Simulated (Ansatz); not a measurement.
C2H4FN, SMILES `N=CCF`, relaxed with RKS PBE-D4/def2-SVP in the Gaussian-basis code of Ansatz from a rough embedded geometry. The force threshold is 0.03 eV/Å; the program also tests the step.

Total charge 0; spin multiplicity 1.

Start:

```xyz
8

N     0.261    0.161    1.575
C     0.643   -0.141    0.446
C    -0.277   -0.058   -0.725
F    -1.458    0.408   -0.464
H    -0.740    0.474    1.605
H     1.692   -0.472    0.287
H    -0.320   -1.039   -1.229
H     0.200    0.666   -1.496
```

| step | energy (eV) | largest force (eV/Å) | largest move (Å) |
| --- | --- | --- | --- |
| 1 | -6332.9593 | 4.141 | 0.000 |
| 2 | -6333.2542 | 1.526 | 0.052 |
| 3 | -6333.2927 | 0.290 | 0.057 |
| 4 | -6333.2973 | 0.414 | 0.070 |
| 5 | -6333.3058 | 0.048 | 0.024 |
| 6 | -6333.3062 | 0.014 | 0.004 |

End:

```xyz
8

N     0.273    0.168    1.649
C     0.626   -0.125    0.459
C    -0.242   -0.044   -0.775
F    -1.511    0.401   -0.456
H    -0.721    0.475    1.626
H     1.666   -0.479    0.272
H    -0.310   -1.047   -1.257
H     0.219    0.650   -1.517
```

Hardware: 2 threads of an Arm Neoverse V2 on a shared host. Wall time 8 s, peak host memory 0.13 GiB.
